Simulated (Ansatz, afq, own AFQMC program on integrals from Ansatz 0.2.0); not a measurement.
Nb, sextet → Nb, quartet

A free Nb atom.

E(quartet, charge +0) − E(sextet, charge +0) at this geometry, on UHF and UHF determinants.

Basis def2-TZVP with its core potentials. Noble-gas cores (and the filled d shells of Ga–Kr and In–Xe) are frozen. Ansatz 0.2.0 and our own AFQMC program on the same integrals; the CISD trial comes from CCSD amplitudes, and released means the phaseless constraint is let go. ± is one standard error of the sampling. No spin–orbit coupling. The metal's outer-core s and p shells are frozen, which shifts wave-function levels against functionals. The errors of all members are added in quadrature.

No full CI on the walks' own integrals is used here; CCSDTQ serves as the reference and is uncertain by about the last step of the cluster series. Each member takes its own surest rung, up to full CI.

Errors are counted within def2-TZVP, not against nature.

Cautions: no spin-orbit coupling; outer-core shells of the metal frozen; Nb (sextet): the released energies have errors that jump between times, so the bars are unsure, so no released level is given (meV from the phaseless value at times in 1/Eh: 9 ± 13 at 0.60, -4.7 ± 1.0 at 1.20, -40 ± 34 at 2.00, -3.7 ± 2.2 at 3.00, 3 ± 6 at 4.20), though the last usable value meets full CI within the noise; Nb (quartet): the released energies move by 1.5 errors or more from one time to the next, so no released level is given (meV from the phaseless value at times in 1/Eh: -11.7 ± 1.6 at 0.60, -15 ± 3 at 1.20, -19.3 ± 1.7 at 2.00, -16 ± 5 at 3.00, -27 ± 3 at 4.20), a state of higher spin lies lower, its ph-AFQMC/CISD value lies 41.2 ± 1.4 meV above CCSDTQ.

| level | vertical spin gap (kcal/mol) |
| --- | --- |
| MP2 | 8.0 |
| CCSD | 3.3 |

Problem. From these cheaper values, estimate the vertical spin gap at the reference level in def2-TZVP.

Solution. 0.9 kcal/mol (CCSDTQ in def2-TZVP).

| level | vertical spin gap (kcal/mol) | error against CCSDTQ (kcal/mol) |
| --- | --- | --- |
| HF | 16.7 | 15.7 |
| CCSD(T) | 1.9 | 0.9 |
| CCSDT | 1.1 | 0.1 |
| CCSDT(Q) | 1.0 | 0.0 |
| ph-AFQMC/CISD | 1.7 ± 0.04 | 0.8 ± 0.04 |

Correlation beyond CCSD(T) takes off 0.9 kcal/mol. The perturbative (T) step is worth −1.4 kcal/mol.

CCSDT and higher add their correlation energy to the determinant of the CCSD(T) run, since their own runs factorise the integrals more tightly (a shift of under 2 meV).
